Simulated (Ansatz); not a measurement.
C2H9N, closed shell: a pair in one relaxed arrangement.

in.yaml

```yaml
crystal:
  periodic: [false, false, false]
  atoms:
    - {symbol: C, position_ang: [0.431395, -0.051159, -1.608533]}
    - {symbol: N, position_ang: [-0.911679, 0.354523, -1.229692]}
    - {symbol: H, position_ang: [0.610624, -0.126648, -2.690580]}
    - {symbol: H, position_ang: [0.654917, -1.023264, -1.163286]}
    - {symbol: H, position_ang: [1.152804, 0.659130, -1.198462]}
    - {symbol: H, position_ang: [-1.597868, -0.294777, -1.591966]}
    - {symbol: H, position_ang: [-1.134205, 1.262901, -1.615656]}
    - {symbol: C, position_ang: [0.157289, -0.155380, 2.217091]}
    - {symbol: H, position_ang: [1.202737, 0.149817, 2.159117]}
    - {symbol: H, position_ang: [-0.348568, 0.081718, 1.279782]}
    - {symbol: H, position_ang: [-0.324686, 0.372118, 3.040667]}
    - {symbol: H, position_ang: [0.107342, -1.229079, 2.401519]}
basis:
  gaussian: {orbitals: "def2-TZVPPD.json"}
hamiltonian: {xc: {name: B3LYP}, dispersion: d4}
```

The basis file named in the input lies beside it (Basis Set Exchange, JSON).

Run by:

```bash
ansatz run in.yaml --threads 4 --pin off --events-out ev --progress --plain --max-ram 9574MiB
```

What Ansatz 0.2.0 printed:

```
Functional definition: B3LYP
  name "B3LYP"
  cite "Stephens, Devlin, Chabalowski & Frisch, J. Phys. Chem. 98, 11623 (1994) doi:10.1021/j100096a001"
  cite "Becke, Phys. Rev. A 38, 3098 (1988) doi:10.1103/PhysRevA.38.3098"
  cite "Lee, Yang & Parr, Phys. Rev. B 37, 785 (1988) doi:10.1103/PhysRevB.37.785"
  cite "Vosko, Wilk & Nusair, Can. J. Phys. 58, 1200 (1980) doi:10.1139/p80-159"
  parameter a0 = 0.2
  parameter ax = 0.72
  parameter ac = 0.81
  exchange = (1 - a0 - ax)*slater_x + ax*b88_x + a0*exact_x
  correlation = (1 - ac)*vwn_rpa_c + ac*lyp_c
1058 factors; their error is unknown
mean field evaluation 1: about -3699.7200 eV, gradient 7.9e1 eV
mean field evaluation 2: about -3687.3977 eV, gradient 1.0e2 eV
mean field evaluation 4: about -3712.8083 eV, gradient 5.9e0 eV
mean field evaluation 8: about -3712.8781 eV, gradient 6.6e-2 eV
mean field evaluation 16: about -3712.8535 eV, gradient 4.1e-5 eV
mean field -3712.85347037 eV, -136.4448483736 hartree, gradient 4.1e-5 eV, S^2 0.000000; 0 other end points of the search recorded, 0 dependent functions left out
reference -3712.85377021 eV, -136.4448593925 hartree; 14, 14 occupied and 250, 250 virtual orbitals, 1058 factors
Total energy: -3713.02987401 eV, -136.4513310878 hartree
```

The lines “mean field evaluation” count trial sets of orbitals through the whole run, from several starts and some on an approximate energy, so they need not fall steadily or lie above the final value.

The run took about 2.3 s on 4 CPU threads of an Arm Neoverse V1 (shared host).
